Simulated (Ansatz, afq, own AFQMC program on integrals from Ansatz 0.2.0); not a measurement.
Two steps: Ansatz 0.2.0 writes the Fock matrix and Cholesky factors of the valence space, and afq projects on them the lowest state that overlaps trial and start.

```yaml
crystal:
  periodic: [false, false, false]
  atoms:
    - {symbol: W, position_ang: [0.000000, 0.000000, 0.441362]}
    - {symbol: Si, position_ang: [0.000000, 0.000000, -2.638638]}
    - {symbol: H, position_ang: [0.000000, -1.223003, -3.488589]}
    - {symbol: H, position_ang: [0.000000, 1.223003, -3.488589]}
basis:
  gaussian: {orbitals: def2-SVP}
magnetization: {spin_polarized: true, initial_magnetization: 6}
correlation: {method: ccsd_t, electrons: outside_noble_gas, hamiltonian_folder: ham}
```

```sh
$ ansatz run in.yaml --threads 1 --pin off --events-out ev --progress --plain --max-ram 24576MiB --backend cuda --devices 0, --max-vram 18GiB
```

afq runs on the folder ham with

```
--method phaseless --trial cisd --walkers 4000 --populations 20 --least-time 60 --time-step 0.005 --steps-per-block 50 --equilibration-blocks 40 --max-blocks 4000 --target-error 0.00021 --factor-cut 1e-05 --start spin_pure --seed 5207 --release-times 0.24,0.6,1.2,2,3,4.2 --release-step 0.04 --release-every 3 --taylor-order 6
```

Times are imaginary, in 1/Eh. The walk had a cap of 235 s. With eight or more populations the least sampling time is a fifth of least-time, and the error comes from their spread. Core potentials past Kr, no spin–orbit coupling.

Output of the walk:

```
orbitals 51  electrons 9 3  factors 406 of 589
reference energy -356.28459736 Eh
CCSD correlation -0.18360437 Eh in 16 cycles, weight of the determinant in the CISD state 0.8572
energy of the start -356.467830 Eh
 block  time / (1/Eh)  mean weight  energy / Eh
     1     0.250  0.9996  -356.465480
     2     0.500  0.9999  -356.466185
     3     0.750  1.0000  -356.467540
     4     1.000  0.9999  -356.469058
     5     1.250  1.0000  -356.469822
     8     2.000  1.0000  -356.472192
    11     2.750  0.9998  -356.473790
    15     3.750  0.9999  -356.474044
    17     4.250  0.9998  -356.474876
    23     5.750  0.9999  -356.475833
    29     7.250  1.0000  -356.475377
    35     8.750  1.0002  -356.475399
    41    10.250  0.9998  -356.475980
    47    11.750  1.0001  -356.475602
    53    13.250  0.9998  -356.475522
    59    14.750  0.9999  -356.475360
    65    16.250  0.9998  -356.475792
    71    17.750  0.9997  -356.475524
    73    18.250  0.9997  -356.481011
    77    19.250  1.0003  -356.475134
    83    20.750  1.0001  -356.474903
    89    22.250  0.9995  -356.474494
error from the spread of 20 populations
released: time / (1/Eh)  energy / Eh  error  mean overlap
  0.24  -356.475858  0.000131  0.9996
  0.60  -356.475957  0.000151  0.9973
  1.20  -356.475402  0.000755  0.9941
  2.00  -356.476258  0.000126  0.9930
  3.00  -356.476680  0.000162  0.9894
  4.20  -356.476609  0.000196  0.9928
energy -356.475511 +/- 0.000183 Eh
(rows thinned)
```

The run passed its tests (sampling time, drift between the halves within three errors, error under three times the target), which doesn't prove that it has relaxed.

Against this walk (error 5.0 meV) on the same determinant: CCSD(T) 25.1 meV higher, CCSDT(Q) 40.5 meV lower. The error is statistical and leaves out the bias of the constraint. The released energies have errors that jump between times, so the bars are unsure (meV from the phaseless value at times in 1/Eh: -12 ± 4 at 0.60, 3 ± 21 at 1.20, -20 ± 3 at 2.00, -32 ± 4 at 3.00, -30 ± 5 at 4.20), so they give no level; they do show a bias of the constraint, and the last of them that isn't too noisy lies 11 meV above CCSDT(Q). CCSDT(Q) is the surest value here, so the walk's 40 meV above it is most likely the bias of the constraint with this trial, which can have either sign.

Cautions: constraint bias not in the error; no spin-orbit coupling; outer-core shells of the metal frozen; lower spins were not checked; higher spins were not checked.

The walk took 72 s on 1 × NVIDIA H100 80GB HBM3 with 2 threads of AMD EPYC 7R13 Processor (Zen 3), on a shared host (the card was shared). The log's last line is the phaseless energy.

CCSDT and higher add their correlation energy to the determinant of the CCSD(T) run, since their own runs factorise the integrals more tightly (a shift of under 2 meV). A walk keeps the symmetry of its determinant, which the program's search chose and which needn't be the lowest solution, so a lower state of the same spin and another symmetry isn't excluded.
